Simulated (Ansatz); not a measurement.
The cluster S₄⁻, relaxed as a doublet with UKS PBE-D4/def2-TZVPD in Ansatz, starting from the GFN1-xTB geometry. Force threshold 0.02 eV/Å.

The highest occupied level of the charge -1 doublet lies above zero (up to 0.19 eV). By energy differences its removal costs 2.41 eV (vertical, to the charge 0 singlet, at PBE-D4/def2-TZVPD); a positive level beside a positive removal energy at the same level points to self-interaction error. The relaxation made no stability test and no search for a lower SCF solution. The structure comes from a short search, and lower isomers may exist.

Start:

Cartesian coordinates in Å:
```
S 0.229 -1.391 1.474
S 0.018 -0.351 -2.009
S -0.070 0.566 1.283
S -0.177 1.176 -0.748
```

| step | energy (eV) | largest force component (eV/Å) | SCF passes |
| --- | --- | --- | --- |
| 1 | -43327.5896 | 0.690 | 18 |
| 2 | -43327.6119 | 0.380 | 21 |
| 3 | -43327.6251 | 0.326 | 26 |
| 4 | -43327.6289 | 0.277 | 23 |
| 5 | -43327.6360 | 0.029 | 22 |
| 6 | -43327.6360 | 0.002 | 16 |

Force components are those of the run's own axes.

End:

```xyz
4

S     0.2209   -1.3760    1.3364
S     0.0326   -0.4128   -1.8859
S    -0.0640    0.5729    1.3502
S    -0.1895    1.2159   -0.8008
```

By distances, no bond broke or formed. The bond that changes most is S3–S4, from 2.12 to 2.25 Å (atoms count from 1).

No frequencies were taken in this run, so the end may be a saddle point.

It took 11 s on 4 threads of Arm Neoverse V2 on a shared host.
